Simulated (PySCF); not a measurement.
O₂, SMILES O=O (connectivity only; charge and spin as stated), charge -1, multiplicity 2.

Geometry: PBE0-D3(BJ)/def2-TZVPD.

Method: PBE0-D3(BJ)/def2-TZVPD in PySCF.

Harmonic, unscaled wavenumbers; measured fundamentals usually lie a few per cent lower.

Computed harmonic wavenumbers and intensities:
| mode | ν (cm⁻¹) | IR (km/mol) | moving atoms (share of kinetic energy) |
|---|---|---|---|
| 1 | 1237 | 0.0 | O 100 % |
